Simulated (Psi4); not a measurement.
Psi4 input (wB97X-D/6-31G*):

```
memory 1500 MB

molecule {
1 2
C    -0.02836015    1.41842046   -0.00724427
C     1.19433491    0.68644435   -0.00472030
C     1.21136309   -0.73848915    0.00256876
C     0.02836015   -1.41842046    0.00724427
C    -1.19433491   -0.68644435    0.00472030
C    -1.21136309    0.73848915   -0.00256876
H    -0.00015783    2.49931632   -0.01281479
H     2.13358328    1.22627764   -0.00843243
H     2.15954719   -1.25820662    0.00428037
H     0.00015783   -2.49931632    0.01281479
H    -2.13358328   -1.22627764    0.00843243
H    -2.15954719    1.25820662   -0.00428037
symmetry c1
no_reorient
no_com
}

set {
  basis 6-31G*
  reference uks
  scf_type pk
  dft_radial_points 99
  dft_spherical_points 590
  e_convergence 1e-8
  d_convergence 1e-7
  maxiter 150
}

e = energy('wb97x-d')
print_out(f'\nFINAL {e:.10f} DIPOLE {variable("CURRENT DIPOLE")[0]:.6f} {variable("CURRENT DIPOLE")[1]:.6f} {variable("CURRENT DIPOLE")[2]:.6f}\n')
```

Output:

```
   => Loading Basis Set <=

    Name: 6-31G*
    Role: ORBITAL
    Keyword: BASIS
    atoms 1-6  entry C          line   111 file 6-31gs.gbs
    atoms 7-12 entry H          line    44 file 6-31gs.gbs

   => WB97X-D: Empirical Dispersion <=

    Chai and Head-Gordon Dispersion Correction
    Chai, J.-D.; Head-Gordon, M. (2010), J. Chem. Phys., 132: 6615-6620

        s6 =       1.000000

         ---------------------------------------------------------
                                   SCF
               by Justin Turney, Rob Parrish, Andy Simmonett
                          and Daniel G. A. Smith
                              UKS Reference
         ---------------------------------------------------------

  ==> Geometry <==

    Molecular point group: c1
    Full point group: Ci

    Geometry (in Angstrom), charge = 1, multiplicity = 2:

       Center              X                  Y                   Z               Mass
    ------------   -----------------  -----------------  -----------------  -----------------
         C           -0.028360150000     1.418420460000    -0.007244270000    12.000000000000
         C            1.194334910000     0.686444350000    -0.004720300000    12.000000000000
         C            1.211363090000    -0.738489150000     0.002568760000    12.000000000000
         C            0.028360150000    -1.418420460000     0.007244270000    12.000000000000
         C           -1.194334910000    -0.686444350000     0.004720300000    12.000000000000
         C           -1.211363090000     0.738489150000    -0.002568760000    12.000000000000
         H           -0.000157830000     2.499316320000    -0.012814790000     1.007825032230
         H            2.133583280000     1.226277640000    -0.008432430000     1.007825032230
         H            2.159547190000    -1.258206620000     0.004280370000     1.007825032230
         H            0.000157830000    -2.499316320000     0.012814790000     1.007825032230
         H           -2.133583280000    -1.226277640000     0.008432430000     1.007825032230
         H           -2.159547190000     1.258206620000    -0.004280370000     1.007825032230

  Running in c1 symmetry.

  Rotational constants: A =      0.19524  B =      0.18087  C =      0.09389 [cm^-1]
  Rotational constants: A =   5853.05066  B =   5422.41638  C =   2814.75505 [MHz]
  Nuclear repulsion =  202.365051180662732

  Charge       = 1
  Multiplicity = 2
  Electrons    = 41
  Nalpha       = 21
  Nbeta        = 20

  ==> Algorithm <==

  SCF Algorithm Type is PK.
  DIIS enabled.
[...]
      82A      2.002299    83A      2.019030    84A      2.104977
      85A      2.123346    86A      2.192961    87A      2.358925
      88A      2.412499    89A      2.477619    90A      2.523353
      91A      2.541108    92A      2.569674    93A      2.583260
      94A      2.612147    95A      2.862684    96A      3.242086
      97A      3.933657    98A      3.948551    99A      4.003555
     100A      4.188119   101A      4.193517   102A      4.518730

    Beta Occupied:

       1A    -10.567693     2A    -10.567692     3A    -10.534229
       4A    -10.534212     5A    -10.533500     6A    -10.533497
       7A     -1.183096     8A     -1.077492     9A     -1.060872
      10A     -0.922016    11A     -0.916003    12A     -0.834030
      13A     -0.767033    14A     -0.760656    15A     -0.732858
      16A     -0.723180    17A     -0.653281    18A     -0.652679
      19A     -0.642623    20A     -0.556598

    Beta Virtual:

      21A     -0.332477    22A     -0.139085    23A     -0.132139
      24A     -0.012014    25A      0.028925    26A      0.048497
      27A      0.049260    28A      0.072817    29A      0.084830
      30A      0.101184    31A      0.162817    32A      0.168033
      33A      0.183497    34A      0.187658    35A      0.349171
      36A      0.398215    37A      0.399748    38A      0.410207
      39A      0.421661    40A      0.456467    41A      0.465130
      42A      0.475732    43A      0.482642    44A      0.485606
      45A      0.488168    46A      0.505309    47A      0.547182
      48A      0.550347    49A      0.631253    50A      0.727759
      51A      0.728784    52A      0.747779    53A      0.760205
      54A      0.769321    55A      0.801248    56A      0.820260
      57A      0.830950    58A      0.838554    59A      0.942686
      60A      0.966507    61A      0.996069    62A      1.013426
      63A      1.077029    64A      1.108857    65A      1.245732
      66A      1.306002    67A      1.308453    68A      1.331758
      69A      1.335672    70A      1.353955    71A      1.372421
      72A      1.614267    73A      1.629562    74A      1.718158
      75A      1.763571    76A      1.830852    77A      1.852071
      78A      1.884774    79A      1.935213    80A      1.961733
      81A      1.992017    82A      2.004607    83A      2.027705
      84A      2.128745    85A      2.138086    86A      2.197600
      87A      2.382345    88A      2.415903    89A      2.492044
      90A      2.530839    91A      2.547008    92A      2.570837
      93A      2.588973    94A      2.621828    95A      2.866290
      96A      3.246576    97A      3.944784    98A      3.965504
      99A      4.005617   100A      4.195837   101A      4.203837
     102A      4.528283

    Final Occupation by Irrep:
              A
    DOCC [    20 ]
    SOCC [     1 ]
    NA   [    21 ]
    NB   [    20 ]

  @UKS Final Energy:  -231.83638420691582

   => Energetics <=

    Nuclear Repulsion Energy =            202.3650511806627321
    One-Electron Energy =                -702.1666444023156828
    Two-Electron Energy =                 291.5654115008868530
    DFT Exchange-Correlation Energy =     -23.5960137169309903
    Empirical Dispersion Energy =          -0.0041887692186976
    VV10 Nonlocal Energy =                  0.0000000000000000
    Total Energy =                       -231.8363842069158238

  UHF NO Occupations:
  HONO-2 :   19  A 1.9997133
  HONO-1 :   20  A 1.9908504
  HONO-0 :   21  A 1.0000000
  LUNO+0 :   22  A 0.0091496
  LUNO+1 :   23  A 0.0002867
  LUNO+2 :   24  A 0.0002829
  LUNO+3 :   25  A 0.0000622

Computation Completed

Properties will be evaluated at   0.000000,   0.000000,   0.000000 [a0]

Properties computed using the SCF density matrix

 Multipole Moments:

 ------------------------------------------------------------------------------------
     Multipole            Electronic (a.u.)      Nuclear  (a.u.)        Total (a.u.)
 ------------------------------------------------------------------------------------

 L = 1.  Multiply by 2.5417464519 to convert [e a0] to [Debye]
 Dipole X            :         -0.0000000           -0.0000000           -0.0000000
 Dipole Y            :         -0.0000000           -0.0000000           -0.0000000
 Dipole Z            :          0.0000000           -0.0000000            0.0000000
 Magnitude           :                                                    0.0000000

 ------------------------------------------------------------------------------------

FINAL -231.8363842069 DIPOLE -0.000000 -0.000000 0.000000

*** Psi4 exiting successfully. Buy a developer a beer!
```

The dipole moment of an ion depends on the origin.
